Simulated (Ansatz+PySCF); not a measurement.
Two shapes of singlet H2S.

Shape 1:

```xyz
3

S     0.0000    0.0000   -0.1040
H     0.0000    0.9715    0.8321
H     0.0000   -0.9715    0.8321
```

Shape 2:

```xyz
3

S     0.0000    0.0000   -0.1123
H     0.0000    1.0493    0.8987
H     0.0000   -1.0493    0.8987
```

Basis set: def2-SVP (spherical functions). Frozen core: 5 orbitals. Charge 0, multiplicity 1.

Computed with Ansatz (development build ahead of 0.2.0); each method stands on the lowest determinant of its kind that the runs found.

(1) Which shape is lower in energy, and by how much in each method?

Results:

(1)

```csv
method,E(2) − E(1) (eV)
RHF,0.358
UHF,0.358
RHF-MP2,0.328
UHF-MP2,0.328
RHF-CCSD,0.295
```

Shape 1 is lower.
